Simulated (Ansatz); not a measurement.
## Ansatz (development build ahead of 0.2.0) run

```yaml
crystal:
  periodic: [false, false, false]
  atoms:
    - { symbol: C, position_ang: [-0.21613, 0.01644, -0.39716] }
    - { symbol: C, position_ang: [-0.9758, -0.34277, 0.71807] }
    - { symbol: C, position_ang: [1.16662, 0.28725, -0.36177] }
    - { symbol: H, position_ang: [-0.71882, 0.12601, -1.3322] }
    - { symbol: H, position_ang: [-2.03472, -0.50792, 0.58949] }
    - { symbol: H, position_ang: [-0.51872, -0.45968, 1.69867] }
    - { symbol: H, position_ang: [1.67888, 0.56312, -1.25069] }
    - { symbol: H, position_ang: [1.72036, 0.19243, 0.54521] }
basis:
  gaussian: { orbitals: def2-SVP }
magnetization:
  spin_polarized: true
  initial_magnetization: 1
hamiltonian:
  xc: hf
output:
  forces: true
```

The input is written out in the form of the current development build from the run's settings.

Results

- Converged: yes
- Total energy: -116.38486 hartree
- Spin squared of the determinant: 0.979
- Stability test: minimum

Forces (eV/Å):
| atom | Fx | Fy | Fz |
| --- | --- | --- | --- |
| C1 | 0.971 | 0.142 | 1.016 |
| C2 | 0.279 | 0.082 | -0.402 |
| C3 | -1.439 | -0.372 | -0.035 |
| H4 | -0.339 | 0.028 | -0.623 |
| H5 | -0.118 | -0.085 | 0.276 |
| H6 | -0.201 | 0.000 | -0.154 |
| H7 | 0.473 | 0.225 | -0.602 |
| H8 | 0.374 | -0.019 | 0.523 |

Caution: the unrestricted determinant is spin contaminated.
